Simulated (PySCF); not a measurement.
Compound: oxalyl dichloride, C2Cl2O2.
SMILES with atom numbers: `[O:1]=[C:2]([Cl:3])[C:4](=[O:5])[Cl:6]`

Computed by this run: PBE0-D3(BJ)/def2-TZVP geometry optimisation, gas phase (PySCF); density fitting, grid level 2; the optimiser is geomeTRIC in internal coordinates, started from a GFN2-xTB structure with every atom displaced at random (about 0.01 Å).

Step 0: E = -31201.2995 eV
```
atom  x, y, z in Å  |  force x, y, z in eV/Å
O1     -0.9084    1.3642   -0.5089   -0.381   1.832  -0.599
C2     -0.7000    0.2840   -0.1481    0.513  -1.817   0.590
Cl3    -1.9364   -0.9072    0.1340   -0.070  -0.099   0.034
C4      0.7283   -0.2857    0.1359   -0.740  -0.640   0.142
O5      0.9273   -1.3954    0.4968    0.111   0.461  -0.131
Cl6     1.9133    0.9101   -0.1544    0.567   0.263  -0.037
```

**Question.** Estimate the geometry and energy of step 1. (The exact step hangs on the optimiser's Hessian estimate; all steps are aligned on step 0, rigid shifts and turns removed.)

**Answer.** E = -31201.3309 eV, largest force 0.457 eV/Å
```
atom  x, y, z in Å  |  force x, y, z in eV/Å
O1     -0.9295    1.4053   -0.3999    0.083  -0.287   0.049
C2     -0.7052    0.2761   -0.1374   -0.168   0.259  -0.053
Cl3    -1.9335   -0.9465    0.0174    0.051   0.013  -0.005
C4      0.7059   -0.2877    0.1415    0.251   0.377  -0.067
O5      0.9304   -1.3443    0.6015   -0.066  -0.283   0.073
Cl6     1.9561    0.8671   -0.2677   -0.151  -0.079   0.003
```

The energy changes by -0.0314 eV. The first-order estimate −F·Δx gives -0.0817 eV and the mean of the old and new forces, exact on a quadratic surface, -0.0274 eV. The step makes an angle of 84° with the force vector and moves no atom by more than 0.128 Å.

What follows is the cost of the whole optimisation. Hardware: an AMD EPYC 9R45 with one thread, no GPU (shared host). Cost: 37 s, 0.74 GiB resident at most.
